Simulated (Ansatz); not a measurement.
# SiClF (quintet): wave-function methods side by side, def2-TZVPP

The task here is to estimate one member of a computed series from the others.

The runs use Ansatz 0.2.0, Gaussian basis; def2-TZVPP, core rule «outside noble gas», up to 11 orbitals frozen.

To be run: UHF; ROHF; CCSD(T) on UHF.

2 further runs of the same task are left out: 2 set aside as unsound or not needed.

## What is computed

The geometry is a PBE0/def2-TZVP stationary point (not a proven minimum) of the parent state, kept for this charge and spin.

3 atoms, charge 0, spin multiplicity 5.

Atoms are counted from 1 here; the program's logs count them from 0.

Bond lengths: Cl1–Si2 2.041 Å, Si2–F3 1.602 Å. Angles: Cl1–Si2–F3 116.3°.

The first run:

File in.yaml:

```yaml
crystal:
  periodic: [false, false, false]
  atoms:
    - {symbol: Cl, position_ang: [0.000000, -0.165216, 1.357873]}
    - {symbol: Si, position_ang: [0.000000, 0.563381, -0.548185]}
    - {symbol: F, position_ang: [0.000000, -0.524541, -1.723546]}
basis:
  gaussian: {orbitals: def2-TZVPP}
magnetization: {spin_polarized: true, initial_magnetization: 4}
hamiltonian: {xc: hf}
output: {orbitals: {seedname: orbitals}}
```

Started as:

```console
> ansatz run in.yaml --threads 1 --pin off --events-out ev --progress --plain --max-ram 4096MiB --backend cpu
```

Steps of the session up to this table: UHF; ROHF; CCSD(T) on UHF.

One table of the session follows, with a row left open; its other results are not shown here.

| method | from UCCSD(T) (meV) |
| --- | --- |
| ROHF | +14521.0 |
| UHF | ? |
| UMP2 | +1268.1 |
| UCCSD | +489.7 |
| UCCSD(T) | 0 |

**Question.** Estimate the row for UHF.

The run gave: from UCCSD(T) (meV): +14303.4. In the column «from UCCSD(T) (meV)» it lies between UMP2 (+1268.1) and ROHF (+14521.0).
